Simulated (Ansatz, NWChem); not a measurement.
C2H2F2 (vinylidene fluoride): from total energies to a heat of formation

C2H2F2 has 6 atoms, charge 0, and is taken as a singlet. As SMILES, `C=C(F)F`. The coordinates come from a PBE0-D4/def2-TZVP relaxation.

Total energies at BHLYP/aug-cc-pVDZ (NWChem 7.3.0); the atoms run unrestricted:

| species | state | energy (Eh) |
| --- | --- | --- |
| C2H2F2 | singlet | -276.979124 |
| C | triplet | -37.842869 |
| F | doublet | -99.714392 |
| H | doublet | -0.498078 |

Harmonic wavenumbers at PBE0-D4/def2-TZVP, in cm⁻¹: 442, 560, 650, 724, 826, 961, 964, 1341, 1405, 1798, 3216, 3320.

Measured heats of formation of the gaseous atoms at 298.15 K, in kJ/mol: C 716.9, F 79.4, H 218.0. Spin-orbit lowering of the atoms at 298 K (mean of the ground term's levels less their thermal mean, from spectra), in kJ/mol: C 0.02, F 1.29. Take 1 Eh = 2625.50 kJ/mol, 1 cm⁻¹ = 0.0119627 kJ/mol, RT = 2.479 kJ/mol.

**Question.** Work out the heat of formation of the gas at 298 K.

**Answer.** 
1. Electronic atomisation energy: 2 × (-37.842869) + 2 × (-99.714392) + 2 × (-0.498078) − (-276.979124) = 0.868446 Eh = 2280.1 kJ/mol.
2. Zero-point energy: half the sum of the wavenumbers, 8103.5 cm⁻¹ = 96.9 kJ/mol.
3. Thermal vibrational enthalpy, Σ hcν̃/(exp(hcν̃/kT) − 1): 2.3 kJ/mol. Translation, rotation and pV of a non-linear molecule: 4 RT = 9.9 kJ/mol.
4. The 6 free atoms carry 5/2 RT each: 37.2 kJ/mol.
5. Spin-orbit coupling lowers the free atoms by 2 × 0.02 + 2 × 1.29 = 2.6 kJ/mol.
6. Atomisation enthalpy at 298 K: 2280.1 − 2.6 − 96.9 − 2.3 − 9.9 + 37.2 = 2205.6 kJ/mol.
7. Sum of the atoms' heats of formation: 2028.6 kJ/mol. Heat of formation: 2028.6 − 2205.6 = -177.0 kJ/mol.

No measured value is set beside it here. Hybrids with much exact exchange underbind. Anharmonicity and any spin-orbit splitting of the molecule are left out.
